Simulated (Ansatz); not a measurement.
# Hydrogen (H₂): small, medium and large basis sets

An exercise on one series of results from a longer session: the logs are not shown, and one member is left open.

Method: one geometry, several basis sets; program: Ansatz 0.2.0, Gaussian basis.

Plan: PBE0-D4/def2-SVP; ωB97M-V/def2-SVP; PBE0-D4/def2-QZVPP; ωB97M-V/def2-QZVPP; CCSD(T)/cc-pV(D+d)Z; CCSD(T)/cc-pV(T+d)Z; CCSD(T)/cc-pV(Q+d)Z; the functionals' def2-TZVPP values are taken from earlier runs.

### The relaxed structure

An earlier PBE0-D4 in a triple-zeta def2 set relaxation fixed the geometry.

SMILES `[H][H]`, 2 atoms, charge 0, spin multiplicity 1.

Atoms are counted from 1 here; the program's logs count them from 0.

Bond lengths: H1–H2 0.746 Å.

The first run:

File in.yaml:

```yaml
crystal:
  periodic: [false, false, false]
  atoms:
    - {symbol: H, position_ang: [0.319306, -0.099178, 0.165489]}
    - {symbol: H, position_ang: [-0.319306, 0.099178, -0.165489]}
basis:
  gaussian: {orbitals: def2-SVP}
hamiltonian: {xc: pbe0, dispersion: d4}
output: {orbitals: {seedname: orbitals}}
```

Launch:

```
> ansatz run in.yaml --threads 2 --pin off --events-out ev --progress --plain --max-ram 32768MiB --backend cpu
```

Among the steps run: PBE0-D4 in def2-SVP; ωB97M-V in def2-SVP; PBE0-D4 in def2-QZVPP; ωB97M-V in def2-QZVPP.

One of the session's tables, all rows but one given; the rest of the session is left out.

```
functional       basis  HOMO (eV)  LUMO (eV)
   PBE0-D4    def2-SVP     -11.88       2.42
   PBE0-D4  def2-TZVPP     -11.97       1.98
   PBE0-D4  def2-QZVPP     -11.98       1.51
   ωB97M-V    def2-SVP     -14.29       4.20
   ωB97M-V  def2-TZVPP          ?          ?
   ωB97M-V  def2-QZVPP     -14.46       2.72
```

Q: Estimate the row for ωB97M-V, def2-TZVPP from the others.

As computed: HOMO (eV): -14.45; LUMO (eV): 3.56. In the column «HOMO (eV)» it lies between ωB97M-V, def2-QZVPP (-14.46) and ωB97M-V, def2-SVP (-14.29).
